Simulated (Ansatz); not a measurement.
Relaxation of AlClH₄ (6 atoms, charge 0, multiplicity 1), to a largest force component of 0.03 eV/Å in at most 50 steps.

Computed with Ansatz 0.2.0, RKS r2SCAN-D4/def2-mTZVP.

```xyz
6
Properties=species:S:1:pos:R:3
Al -0.007 0.229 0.086
Cl -0.013 0.492 2.265
H 1.401 0.177 -0.616
H -1.413 0.146 -0.621
H 0.104 -2.431 0.802
H 0.071 -1.879 1.249
```

Task: Where does it end, and by what steps?

Result: The run converged. The force dipped under the threshold on the way, but the program's further checks kept it going. After 8 steps the energy has fallen by 0.146 eV; Cl2 moved furthest, 0.39 Å.

| step | energy less start (eV) | largest force component (eV/Å) | accepted |
| --- | --- | --- | --- |
| 0 | 0.0000 | 1.123 | yes |
| 1 | -0.1057 | 0.618 | yes |
| 2 | -0.1243 | 0.352 | yes |
| 3 | -0.1338 | 0.084 | yes |
| 4 | -0.1401 | 0.074 | yes |
| 5 | -0.1343 | 0.822 | no |
| 6 | -0.1447 | 0.024 | yes |
| 7 | -0.1455 | 0.180 | yes |
| 8 | -0.1461 | 0.024 | yes |

```xyz
6
Properties=species:S:1:pos:R:3
Al 0.001 0.200 0.210
Cl -0.017 0.880 2.209
H 1.402 0.066 -0.500
H -1.390 -0.020 -0.497
H 0.082 -2.292 0.510
H 0.068 -2.100 1.233
```

Time of the run: 22 s on 1 thread of Arm Neoverse V1, with other jobs on the host, peak memory 0.12 GiB.
